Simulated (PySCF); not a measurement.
# SiH3O− (SMILES [O-][SiH3]) at CCSDT/STO-3G

Aim: the energy change on altering one bond length of SiH3O− at CCSDT/STO-3G, from 2 runs. 

Program for the calculation: PySCF 2.14.0.

11 further runs of the same task are left out: 2 that didn't finish, 9 set aside as unsound or not needed.

### Step 1. The structure to begin with

SiH3O−: 5 atoms, total charge -1, spin state singlet. SMILES: `[O-][SiH3]`. The coordinates come from a GFN2-xTB relaxation.

Bond lengths: O1–Si2 1.535 Å, Si2–H3 1.516 Å, Si2–H4 1.516 Å, Si2–H5 1.516 Å. Angles: O1–Si2–H3 116.1°, O1–Si2–H4 116.1°, O1–Si2–H5 116.1°, H3–Si2–H4 102.1°, H3–Si2–H5 102.1°, H4–Si2–H5 102.1°.

### Step 2. A single-point energy at CCSDT/STO-3G

The input, input.py:

```python
from pyscf import gto, cc

molecule = gto.M(
    atom='''
O     -2.729086     0.512853     1.322997
Si    -0.156280     0.029480     0.075211
H     -0.197363    -0.467556    -2.745016
H      1.318708    -2.219691     1.060930
H      1.764022     2.144915     0.285878
''',
    spin=0,
    basis='sto-3g',
    charge=-1,
    verbose=3,
    unit='bohr',
    max_memory=1860,
)

calc0 = molecule.RHF()
calc0.conv_tol = 1e-10
calc0.kernel()
if not calc0.converged:
    calc0 = calc0.newton().run(calc0.mo_coeff, calc0.mo_occ)

mycc = cc.CCSDT(calc0, frozen=6)
mycc.kernel()
e_final = mycc.e_tot
print('E(%s) = %.9f' % ('CCSDT', e_final))
```

On the command line:

```
$ OMP_NUM_THREADS=1 python input.py
```

Standard output:

```text
converged SCF energy = -360.930929613799
_make_eris_incore_RCCSDT

WARN: A large `blksize` is being used, which may cause large memory consumption
      for storing contraction intermediates. If memory is sufficient, consider using
      `pyscf.cc.rccsdt_highm.RCCSDT` instead.

RCCSDT converged
E(RCCSDT) = -361.0381776612639   E_corr = -0.1072480474652935
E_corr(same-spin) = -0.015387645700508
E_corr(oppo-spin) = -0.0918604017647855
E(CCSDT) = -361.038177661
```

It took 1.1 s on 1 thread of Arm Neoverse V1, shared host; peak memory 0.12 GiB.

### Step 3. The distorted shape

The input, run.py:

```python
from pyscf import gto, cc

mol = gto.M(
    atom='''
O     -2.257138    -0.624189     0.610913
Si    -0.895668    -0.879979    -0.049387
H     -0.917408    -1.142999    -1.541787
H     -0.115138    -2.070189     0.472233
H      0.933480     1.135040     0.151280
''',
    basis='sto-3g',
    charge=-1,
    verbose=4,
    max_memory=1860,
    spin=0,
)

mf = mol.RHF()
mf.conv_tol = 1e-10
mf.kernel()
if not mf.converged:
    mf = mf.newton().run(mf.mo_coeff, mf.mo_occ)

mycc = cc.CCSDT(mf, frozen=6)
mycc.kernel()
etot = mycc.e_tot
print('E(%s) = %.9f' % ('CCSDT', etot))
```

On the command line:

```
$ OMP_NUM_THREADS=1 python run.py
```

Standard output:

```text
PySCF version 2.14.0

[... 63 lines left out ...]
converged SCF energy = -360.753833669427
[... 16 lines left out ...]
WARN: A large `blksize` is being used, which may cause large memory consumption
[... 13 lines left out ...]
Init t2, MP2 energy = -360.884591665741  E_corr(MP2) -0.130757996314
[... 20 lines left out ...]
RCCSDT converged
[... 3 lines left out ...]
E(CCSDT) = -360.921440698
```

Run time: 1.2 s. Hardware: 1 thread of Arm Neoverse V1, shared host; peak memory 0.12 GiB.

### Step 4. Results

At CCSDT/STO-3G, 6 core orbitals frozen:

| quantity | value |
| --- | --- |
| first shape: total energy | -361.03818 Eh |
| first shape: HOMO energy (Hartree–Fock orbitals) | 2.51 eV |
| first shape: LUMO energy (Hartree–Fock orbitals) | 22.02 eV |
| first shape: HOMO–LUMO gap (to an unbound level, set by the basis) | 19.51 eV |
| first shape: correlation energy (6 core orbitals frozen) | -107.2 mEh |
| first shape: T1 diagnostic | 0.019 |
| distorted shape: total energy | -360.92144 Eh |
| distorted shape: HOMO energy (Hartree–Fock orbitals) | 3.37 eV |
| distorted shape: LUMO energy (Hartree–Fock orbitals) | 12.33 eV |
| distorted shape: HOMO–LUMO gap (to an unbound level, set by the basis) | 8.96 eV |
| distorted shape: correlation energy (6 core orbitals frozen) | -167.6 mEh |
| distorted shape: T1 diagnostic | 0.050 |
| energy change with the Si2–H5 bond stretched from 1.516 to 2.729 Å | 3.177 eV |

In words: With the Si2–H5 bond stretched from 1.516 to 2.729 Å the energy rises by 3.18 eV (73 kcal/mol). The first shape isn't relaxed at this level, so the change isn't measured from a minimum. The minimal basis adds a large error of its own. Mulliken charges (first shape) of the mean-field density run from -0.76 on O1 to +0.72 on Si2; they depend strongly on the basis. The HOMO (first shape) lies at positive energy, 2.51 eV: the electron is unbound at this level or held by a compact basis; values depend on the basis. The T1 diagnostic (distorted shape) of 0.050 is above the customary mark for such species, so a single reference may not serve. Mulliken charges (distorted shape) of the mean-field density run from -0.61 on O1 to +0.71 on Si2. The HOMO (distorted shape) lies at positive energy, 3.37 eV: the electron is unbound at this level or held by a compact basis; values depend on the basis.
